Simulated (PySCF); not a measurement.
# Level sweep

N-vinylacetamide, C4H7NO.
SMILES: `C=CNC(C)=O`

PySCF, dipoles from the SCF density, polarisabilities from static response with core orbitals frozen. Isolated species at its PBE0-D3(BJ)/def2-SVP geometry (one conformer only).

The anisotropy is √(½[(α1 − α2)² + (α2 − α3)² + (α3 − α1)²]).

```csv
level,μ (D),α (Å³),anisotropy (Å³)
LDA/def2-SVPD,3.574,10.26,7.25
PBE/def2-SVPD,3.481,10.16,7.21
B3LYP/def2-SVPD,3.588,9.83,6.74
PBE0/def2-SVPD,3.595,9.71,6.62
BHandHLYP/def2-SVPD,3.712,9.42,6.19
CAM-B3LYP/def2-SVPD,3.644,9.63,6.40
wB97X-D/def2-SVPD,3.629,9.65,6.35
LC-wPBE/def2-SVPD,3.636,9.38,6.12
HF/def2-SVPD,3.866,9.03,5.58
PBE0/6-31G*,3.384,7.83,7.02
PBE0/def2-SVP,3.423,8.13,6.75
PBE0/6-31+G*,3.648,9.17,6.60
PBE0/aug-cc-pVDZ,3.532,9.99,6.73
PBE0/def2-TZVP,3.516,9.29,6.73
PBE0/def2-TZVPD,3.529,9.95,6.70
```

The dipole runs from 3.38 D (PBE0/6-31G*) to 3.87 D (HF/def2-SVPD). No reference polarisability is at hand; against PBE0 in the largest diffuse basis at hand (def2-TZVPD) the other PBE0 rows deviate by 6-31G* -21%, def2-SVP -18%, 6-31+G* -8%, def2-SVPD -2%, aug-cc-pVDZ 0%, def2-TZVP -7%. In one basis (def2-SVPD) the functionals order the polarisability from HF (lowest) to LDA (highest), a spread of 14%. With PBE0 the polarisability is 8.42 Å³ without diffuse functions (mean of 6-31G*, def2-SVP and def2-TZVP) and 9.71 Å³ with them (mean of 6-31+G*, def2-SVPD, aug-cc-pVDZ and def2-TZVPD).
